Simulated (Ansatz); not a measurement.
# CH2Cl2 (dichloromethane): levels of theory compared

We compute a comparison of 6 runs (HF/3-21G, BHLYP/aug-cc-pVDZ, PBE/aug-cc-pVDZ, SVWN5/aug-cc-pVDZ, r2SCAN/aug-cc-pVDZ, CCSD/aug-cc-pVDZ) of CH2Cl2 (dichloromethane). 

Program for the calculation: Ansatz 0.2.0.

50 further runs of the same task are left out: 50 set aside as unsound or not needed.

### Step 1. The molecule

CH2Cl2 has 5 atoms, charge 0, and is taken as a singlet. SMILES: `ClCCl`. The C2–Cl3 distance was set to 2.643 Å, away from the relaxed value. At this shape a bond of the SMILES string is far longer than usual.

Bond lengths: Cl1–C2 1.762 Å, C2–H4 1.086 Å, C2–H5 1.086 Å. Angles: Cl1–C2–H4 108.1°, Cl1–C2–H5 108.1°, H4–C2–H5 111.4°. A long bond or contact: C2–Cl3 2.643 Å.

### Step 2. The energy at HF/3-21G (run 1)

Input file job.yaml:

```yaml
crystal:
  periodic: [false, false, false]
  atoms:
    - {symbol: Cl, position_ang: [1.817315, -1.022232, 0.789186]}
    - {symbol: C, position_ang: [0.085475, -0.766232, 0.586716]}
    - {symbol: Cl, position_ang: [-0.474220, 1.284450, -0.984760]}
    - {symbol: H, position_ang: [-0.338445, -1.660262, 0.139736]}
    - {symbol: H, position_ang: [-0.343845, -0.569962, 1.564436]}
basis:
  gaussian:
    orbitals: 3-21G.json
hamiltonian:
  xc: hf
accuracy: high
output:
  orbitals: {seedname: orbitals}
```

The basis set 3-21G is read from a file made from the Basis Set Exchange's data (not shown).

Started as:

```console
$ ansatz run job.yaml --threads 1 --pin off --max-ram 3480MiB --events-out events.jsonl --progress --plain --runs-dir runs
```

The log of the run:

```text
Warning: RAYON_NUM_THREADS=1 ignored (pool sized by the plan → 1); use --threads N
Functional definition: HF
  name "HF"
  exchange = exact_x
  correlation = 0
833 factors; integrals over basis functions are off by at most 4.8e-9 eV
mean field evaluation 1: about -25937.3286 eV, gradient 2.7e1 eV
mean field evaluation 2: about -25937.4547 eV, gradient 2.7e1 eV
mean field evaluation 4: about -25940.5244 eV, gradient 2.6e0 eV
mean field evaluation 8: about -25940.5817 eV, gradient 2.9e-1 eV
mean field evaluation 16: about -25940.5824 eV, gradient 1.2e-8 eV
mean field -25940.58241845 eV, -953.2988207198 hartree, gradient 9.5e-8 eV, S^2 0.000000; 0 other end points of the search recorded, 0 dependent functions left out
reference -25940.58241845 eV, -953.2988207198 hartree; 21, 21 occupied and 18, 18 virtual orbitals, 833 factors
Total energy: -25940.58241845 eV, -953.2988207198 hartree
```

Run time: 0.36 s. Hardware: 1 thread of Arm Neoverse V2, shared host.

### Step 3. The energy at BHLYP/aug-cc-pVDZ (run 2)

Input file input.yaml:

```yaml
crystal:
  periodic: [false, false, false]
  atoms:
    - {symbol: Cl, position_ang: [1.817315, -1.022232, 0.789186]}
    - {symbol: C, position_ang: [0.085475, -0.766232, 0.586716]}
    - {symbol: Cl, position_ang: [-0.474220, 1.284450, -0.984760]}
    - {symbol: H, position_ang: [-0.338445, -1.660262, 0.139736]}
    - {symbol: H, position_ang: [-0.343845, -0.569962, 1.564436]}
basis:
  gaussian:
    orbitals: aug-cc-pVDZ
hamiltonian:
  xc: {name: BHLYP}
accuracy: high
output: {orbitals: {seedname: orbitals}}
```

Started as:

```console
$ ansatz run input.yaml --threads 1 --pin off --max-ram 3480MiB --events-out events.jsonl --progress --plain --runs-dir runs
```

The log of the run:

```text
Warning: RAYON_NUM_THREADS=1 ignored (pool sized by the plan → 1); use --threads N
Functional definition: BHLYP
  name "BHLYP"
  parameter a = 0.5
  exchange = (1 - a)*b88_x + a*exact_x
  correlation = lyp_c
1916 factors; integrals over basis functions are off by at most 3.4e-9 eV
mean field evaluation 1: about -26110.6000 eV, gradient 1.8e1 eV
mean field evaluation 2: about -26110.3392 eV, gradient 2.2e1 eV
mean field evaluation 4: about -26111.8578 eV, gradient 2.9e0 eV
mean field evaluation 8: about -26112.0217 eV, gradient 3.1e-1 eV
mean field evaluation 16: about -26112.0220 eV, gradient 2.2e-4 eV
mean field -26112.02200216 eV, -959.5991092150 hartree, gradient 4.7e-8 eV, S^2 0.000000; 0 other end points of the search recorded, 0 dependent functions left out
reference -26112.02202992 eV, -959.5991102353 hartree; 21, 21 occupied and 74, 74 virtual orbitals, 1916 factors
Total energy: -26112.02202992 eV, -959.5991102353 hartree
```

Run time: 9.3 s. Hardware: 1 thread of Arm Neoverse V2, shared host; peak memory 0.3 GiB.

### Step 4. A single-point energy at PBE/aug-cc-pVDZ (run 3)

job.yaml, as its differences from that of step 2:

```diff
@@ -10,7 +10,6 @@
   gaussian:
-    orbitals: 3-21G.json
+    orbitals: aug-cc-pVDZ
 hamiltonian:
-  xc: hf
+  xc: pbe
 accuracy: high
-output:
-  orbitals: {seedname: orbitals}
+output: {orbitals: {seedname: orbitals}}
```

Started as:

```console
$ ansatz run job.yaml --threads 1 --pin off --max-ram 3480MiB --events-out events.jsonl --progress --plain --runs-dir runs
```

The log of the run:

```text
Warning: RAYON_NUM_THREADS=1 ignored (pool sized by the plan → 1); use --threads N
Functional definition: PBE
  name "PBE"
  parameter kappa = 0.804
  parameter beta = 0.06672455060314922
  exchange = pbe_x(kappa = kappa, mu = beta*pi^2/3)
  correlation = pbe_c(beta = beta)
1916 factors; integrals over basis functions are off by at most 3.4e-9 eV
mean field evaluation 1: about -26095.3654 eV, gradient 4.9e1 eV
mean field evaluation 2: about -26077.2665 eV, gradient 8.2e1 eV
mean field evaluation 4: about -26100.1559 eV, gradient 1.8e1 eV
mean field evaluation 8: about -26101.5944 eV, gradient 2.3e-1 eV
mean field evaluation 16: about -26101.5921 eV, gradient 3.1e-5 eV
mean field evaluation 32: about -26100.7353 eV, gradient 1.1e1 eV
mean field -26101.59214610 eV, -959.2158190747 hartree, gradient 9.2e-8 eV, S^2 0.000000; 2 other end points of the search recorded, 0 dependent functions left out
reference -26101.59215219 eV, -959.2158192985 hartree; 21, 21 occupied and 74, 74 virtual orbitals, 1916 factors
Total energy: -26101.59215219 eV, -959.2158192985 hartree
```

It took 6.9 s on 1 thread of Arm Neoverse V2, shared host; peak memory 0.23 GiB.

Runs 4 to 5 aren't shown in full; the table further down has their settings and results.

### Step 5. The energy at CCSD/aug-cc-pVDZ (run 6)

Input file in.yaml:

```yaml
crystal:
  periodic: [false, false, false]
  atoms:
    - {symbol: Cl, position_ang: [1.817315, -1.022232, 0.789186]}
    - {symbol: C, position_ang: [0.085475, -0.766232, 0.586716]}
    - {symbol: Cl, position_ang: [-0.474220, 1.284450, -0.984760]}
    - {symbol: H, position_ang: [-0.338445, -1.660262, 0.139736]}
    - {symbol: H, position_ang: [-0.343845, -0.569962, 1.564436]}
basis:
  gaussian: {orbitals: aug-cc-pVDZ}
correlation: {method: ccsd, frozen_orbitals: {C: 1, Cl: 5, H: 0}}
accuracy: high
scf: {omitted_lower_state_checks: [cluster_reference, increment]}
```

Started as:

```console
$ ansatz run in.yaml --threads 1 --pin off --max-ram 3480MiB --events-out events.jsonl --progress --plain --runs-dir runs
```

The log of the run:

```text
Warning: RAYON_NUM_THREADS=1 ignored (pool sized by the plan → 1); use --threads N
[... 11 lines left out ...]
11 core orbitals not correlated: weight in the atoms' cores, before any rotation towards them, 1.000 or more for the frozen orbitals, at most 0.000 for the correlated occupied ones
[... 28 lines left out ...]
Total energy: -26080.22042899 eV, -958.4304229571 hartree
Checks for a lower state left out: cluster_reference, increment
```

Run time: 16 s. Hardware: 1 thread of Arm Neoverse V2, shared host; peak memory 0.55 GiB.

### Step 6. The series

```csv
run,level,frozen core orbitals,energy (Eh),HOMO energy (eV),LUMO energy (eV),HOMO–LUMO gap (eV),wall time
1,HF/3-21G,–,-953.298821,-10.99,-1.06,9.94,0.36 s
2,BHLYP/aug-cc-pVDZ,–,-959.599110,-9.48,-3.67,5.81,9.3 s
3,PBE/aug-cc-pVDZ,–,-959.215819,-6.83,-5.36,1.47,6.9 s
4,SVWN5/aug-cc-pVDZ,–,-956.294445,-6.94,-5.51,1.44,4.8 s
5,r2SCAN/aug-cc-pVDZ,–,-959.553292,-7.14,-5.36,1.78,13 s
6,CCSD/aug-cc-pVDZ,11,-958.430423,–,–,–,16 s
```

### Step 7. Summary of results

| quantity | value |
| --- | --- |
| run 6: total energy | -958.43042 Eh |
| run 6: correlation energy (11 core orbitals frozen) | -494.3 mEh |
| run 6: T1 diagnostic | 0.028 |

What this shows: Over runs 1, 2, 3, 4, 5 the HOMO–LUMO gap runs from 1.44 eV (SVWN5/aug-cc-pVDZ) to 9.94 eV (HF/3-21G). The two ends differ in method and basis. Totals of different functionals can't be ranked against each other. In run 6 the log says that unrestricted orbitals would lower the reference, so the values rest on an unstable closed-shell determinant (other closed-shell runs at this shape may share the fault). All runs together took 50 s, the longest 16 s.
